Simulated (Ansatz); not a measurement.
# C5H8O: the cost of one run

All numbers below are computed with Ansatz 0.2.0 (RKS PBE-D4/STO-3G).

### Step 1. The starting structure

Bond lengths: C1–C2 1.153 Å, C2–C3 1.450 Å, C3–C4 1.542 Å, C3–O5 1.449 Å, O5–C6 1.418 Å, C1–H7 1.090 Å, C3–H8 1.096 Å, C4–H9 1.105 Å, C4–H10 1.106 Å, C4–H11 1.009 Å, C6–H12 1.116 Å, C6–H13 1.127 Å, C6–H14 1.082 Å. Angles (14 of 21 angles, heavy atoms first): C1–C2–C3 178.0°, C2–C3–C4 114.4°, C2–C3–O5 111.1°, C4–C3–O5 103.5°, C3–O5–C6 113.6°, C2–C1–H7 175.0°, C2–C3–H8 114.2°, C4–C3–H8 106.9°, O5–C3–H8 105.7°, C3–C4–H9 105.5°, C3–C4–H10 108.3°, C3–C4–H11 113.5°, O5–C6–H12 109.7°, O5–C6–H13 109.5°.

Coordinates:

```xyz
14

C    -2.4395    0.1149    0.4064
C    -1.3600    0.0347    0.0092
C    -0.0009   -0.1127   -0.4738
C     0.3417    0.7670   -1.6927
O     0.9582    0.3076    0.5284
C     1.1344   -0.6314    1.5762
H    -3.4630    0.2774    0.7428
H     0.2744   -1.1406   -0.7357
H    -0.3989    0.4991   -2.4682
H     0.1164    1.8188   -1.4359
H     1.2922    0.6562   -2.0138
H     1.8861   -0.2455    2.3047
H     0.1498   -0.8022    2.0980
H     1.4962   -1.5724    1.1832
```

### Step 2. Preparing the start

Input file input.yaml:

```yaml
crystal:
  periodic: [false, false, false]
  atoms:
    - { symbol: C, position_ang: [-2.4395, 0.1149, 0.4064] }
    - { symbol: C, position_ang: [-1.36, 0.0347, 0.0092] }
    - { symbol: C, position_ang: [-0.0009, -0.1127, -0.4738] }
    - { symbol: C, position_ang: [0.3417, 0.767, -1.6927] }
    - { symbol: O, position_ang: [0.9582, 0.3076, 0.5284] }
    - { symbol: C, position_ang: [1.1344, -0.6314, 1.5762] }
    - { symbol: H, position_ang: [-3.463, 0.2774, 0.7428] }
    - { symbol: H, position_ang: [0.2744, -1.1406, -0.7357] }
    - { symbol: H, position_ang: [-0.3989, 0.4991, -2.4682] }
    - { symbol: H, position_ang: [0.1164, 1.8188, -1.4359] }
    - { symbol: H, position_ang: [1.2922, 0.6562, -2.0138] }
    - { symbol: H, position_ang: [1.8861, -0.2455, 2.3047] }
    - { symbol: H, position_ang: [0.1498, -0.8022, 2.098] }
    - { symbol: H, position_ang: [1.4962, -1.5724, 1.1832] }
basis:
  gaussian: { orbitals: STO-3G }
hamiltonian:
  xc: pbe
  dispersion: d4
relax:
  f_tol: 0.02
  max_steps: 40
output:
  orbitals: {}
```

Command:

```console
ansatz run input.yaml --threads 1 --pin off --max-ram 2048MiB --backend cpu --events-out ev --progress --plain --runs-dir out
```

**Question.** How long does this run take on 1 thread of Arm Neoverse V1, shared host, and how much memory does it need?

About 25 s, with a peak of 0.11 GiB.
